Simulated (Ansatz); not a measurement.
A structure relaxed at PBE0-D4/def2-TZVPD, charge -1, multiplicity 1:

```xyz
5

F     1.3794    0.9411   -0.2527
Al    0.0000    0.0000    0.0000
F    -1.2246    0.5031   -1.0487
F    -0.5183    0.1784    1.5975
F     0.3634   -1.6225   -0.2961
```

Task: Give its formula and SMILES.

Result: AlF4, `[F][Al-]([F])([F])[F]`.

Task: Point group (tolerance 0.08 Å, 0.16 Å for H)?

Result: Td.

Task: Summarise the bond lengths by kind.

Result: 4 × Al–F 1.689 Å.

Program: Ansatz 0.2.0.
